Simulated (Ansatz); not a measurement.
Reaction (formal loss of a carbene): `CO[SiH]` → `[CH2]` (triplet) + `O[SiH]`

Computed with Ansatz on PBE0-D4/def2-TZVP structures; ΔE is electronic, products minus reactants. CCSD(T)/CBS adds triple-zeta CCSD(T) − MP2 to the extrapolated MP2 energy (def2 sets, frozen cores). This one scheme is used for every species. Functionals use def2-TZVPP. Triplets are unrestricted, without spin–orbit coupling.

```json
{"level": "revPBE-D4", "ΔE (kJ/mol)": "384.2"}
{"level": "PBE0", "ΔE (kJ/mol)": "381.3"}
{"level": "CCSD/def2-SVP", "ΔE (kJ/mol)": "367.5"}
{"level": "MP2/CBS(def2)", "ΔE (kJ/mol)": "393.1"}
```

Question: What does CCSD(T)/CBS give? (An estimate is asked.)

Answer: The calculation gave: +384.8 kJ/mol. The listed levels differ from it by -0.6, -3.5, -17.3, 8.3 kJ/mol.

Question: What do rigid-rotor, harmonic-oscillator terms from PBE0-D4/def2-TZVP frequencies (298.15 K, 1 bar) make of the CCSD(T)/CBS value? (Best estimate.)

Answer: Computed: ΔZPE = -28.9 kJ/mol, ΔH = +362.5 kJ/mol, ΔS = 158 J/(mol·K), ΔG = +315.5 kJ/mol. Open shells count their whole term as degenerate.

Largest T1 diagnostic among the species: 0.016.

Leaving LDA and LC-ωPBE aside and taking each functional with its dispersion term where it has one, the values, not all of them listed here, spread over 40.3 kJ/mol, from r2SCAN0-D4 to ωB97X-V. LDA lies +72.0 kJ/mol from PBE without D4. From BLYP to BHLYP (50 % exact exchange), in def2-TZVPP and without D4, ΔE moves by −8.8 kJ/mol. In def2-TZVPP, CCSD(T) changes the Hartree–Fock value by +126.4 kJ/mol (the triples alone add +10.7 kJ/mol) and MP2 by +134.7 kJ/mol.
